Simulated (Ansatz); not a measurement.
C7H16, SMILES `CCC(CC)CC`, charge 0, multiplicity 1.

Give a relaxed structure at PBE0-D4/def2-TZVP (Ansatz). (An estimate is asked.)

Computed: 
Cartesian coordinates in Å:
```
C -1.369 1.446 0.513
C -1.177 0.198 -0.336
C 0.210 -0.444 -0.244
C 0.545 -0.946 1.160
C -0.442 -1.949 1.732
C 1.327 0.471 -0.744
C 1.161 0.958 -2.174
H -0.673 2.240 0.233
H -1.224 1.241 1.576
H -2.380 1.843 0.393
H -1.929 -0.546 -0.057
H -1.385 0.439 -1.383
H 0.190 -1.322 -0.905
H 1.541 -1.403 1.126
H 0.638 -0.092 1.840
H -0.089 -2.347 2.686
H -0.583 -2.795 1.053
H -1.423 -1.502 1.910
H 1.424 1.331 -0.071
H 2.273 -0.076 -0.660
H 0.299 1.620 -2.283
H 2.041 1.515 -2.503
H 1.023 0.119 -2.862
```
Point group Cs.
This is one stationary point; other conformers may exist.
